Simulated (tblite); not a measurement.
Compound: C₅H₁₁S (doublet state).
Cartesian coordinates in Å at the GFN2-xTB level; atoms count from 1:
```xyz
17
C5H11S angstrom
C     -2.568    0.213    0.337
C     -1.274   -0.588    0.260
C     -0.051    0.323    0.186
C      1.245   -0.481    0.109
C      2.462    0.433    0.036
S      3.999   -0.494   -0.060
H     -2.678    0.845   -0.541
H     -3.426   -0.452    0.392
H     -2.570    0.849    1.220
H     -1.296   -1.232   -0.622
H     -1.191   -1.232    1.138
H     -0.027    0.968    1.068
H     -0.132    0.968   -0.692
H      1.225   -1.124   -0.774
H      1.331   -1.124    0.988
H      2.417    1.071   -0.850
H      2.526    1.069    0.921
```

Computed geometry: GFN2-xTB, gas phase. This method treats the open shell by occupation alone, without spin polarisation.

Masses are those of the commonest isotopes; rigid-rotor values at the optimised geometry. The values belong to one conformer with, in the numbering `[CH3:1][CH2:2][CH2:3][CH2:4][CH2:5][S:6]`, C1–C2–C3–C4 180°, C2–C3–C4–C5 180°, C3–C4–C5–S6 180°.

Q: What are A, B and C (GHz)?

A: Ia = 33.55, Ib = 613.84, Ic = 631.67 u·Å²; 505379 MHz·u·Å²/I gives 15063, 823.3 and 800.1 MHz, that is A = 15.063, B = 0.8233, C = 0.8001 GHz.

Q: Classify the top.

A: A near-prolate asymmetric top; Ray's κ = -0.997.

Q: What does the inertial defect say?

A: Not planar: Δ = Ic − Ia − Ib = -15.71 u·Å². For a rigid frame Δ = −2 Σ m c², so Σ m c² = 7.86 u·Å² lies off the ab plane, practically all of it from hydrogen. The atom farthest from that plane is 0.89 Å away.

Q: Give the other two planar moments, Paa and Pbb, and the rms extents of the mass along the axes.

A: Paa = Σ m a² = (Ib + Ic − Ia)/2 = 605.98 and Pbb = Σ m b² = (Ia + Ic − Ib)/2 = 25.69 u·Å². With the mass M = 103.06 u, the rms extents √(P/M) along a, b and c are 2.42, 0.50, 0.28 Å.

Q: Where do the levels up to J = 2 lie, in MHz?

A: Above 0(0,0):
J = 1: 1(0,1) 1623, 1(1,1) 15863, 1(1,0) 15887
J = 2: 2(0,2) 4870, 2(1,2) 19087, 2(1,1) 19157, 2(2,1) 61877, 2(2,0) 61877

Q: Estimate the classical rotational partition function at 25 K, 50 K and 298.15 K.

A: Point group Cs, symmetry number σ = 1; q = (√π/σ)·√((kT/h)³/(ABC)), k/h = 20836.6 MHz/K: 6690 at 25 K, 18900 at 50 K, 276000 at 298.15 K.

For this open shell read J as N, the rotation without spin; fine and hyperfine splittings come on top. Its GFN2-xTB frequencies are all real (lowest 59 cm⁻¹). These are rigid-rotor constants of the computed structure; measured ground-state constants (B0) also hold zero-point vibration.

The run took 0.19 s of wall time on one thread, Arm Neoverse N1 (aarch64), no GPU, shared host with 64 logical CPUs at a one-minute load of 62. These figures are those of the optimisation.
